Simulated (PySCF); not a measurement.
How methods differ on the ionisation energy of O

O [He] 2s2 2p4 (3P) → O⁺ [He] 2s2 2p3 (4S), as a difference of total energies. All numbers are calculated (PySCF 2.14, the spin-free X2C one-electron Hamiltonian (Gaussian nucleus), in x2c-QZVPPall with one added diffuse shell each of s, p, d, f type (8s5p4d3f1g, 73 functions)). Correlated levels: valence and next inner shell: nothing frozen. The calculations carry no spin-orbit coupling.

```tsv
method	ionisation energy (eV)
UHF	12.015
MP2 (valence and next inner shell)	13.420
SCS-MP2 (valence and next inner shell)	13.537
CCSD (valence and next inner shell)	13.451
CCSD(T) (valence and next inner shell)	13.502
```

Problem. How much does correlation contribute at CCSD(T) (valence and next inner shell)?

Solution. 13.502 − (12.015) = 1.487 eV, measured against UHF.

A first-order spin-orbit estimate (lowest level to lowest level, LS coupling) adds 0.010 eV.

Errors of the correlated levels include the incompleteness of this basis.

For comparison: 13.618 eV (measured; NIST Atomic Spectra Database, ionization energies).
